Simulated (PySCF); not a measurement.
# Band gap of rock-salt MgS at several levels of theory

No measured value is used here.

**Question.** Put these levels in order of the band gap that they give for rock-salt MgS, smallest first: G0W0@Hartree–Fock (PySCF), G0W0@PBE (PySCF), G0W0@PBE0 (PySCF).

**Answer.** G0W0@PBE (4.47 eV), G0W0@PBE0 (5.06 eV), G0W0@Hartree–Fock (6.27 eV)

Computed values are for a static lattice.  A ± on a computed value is a rough bar: the spread of its extrapolation, a floor set from checks against published values, or a statistical error. Values are at the measured cell.
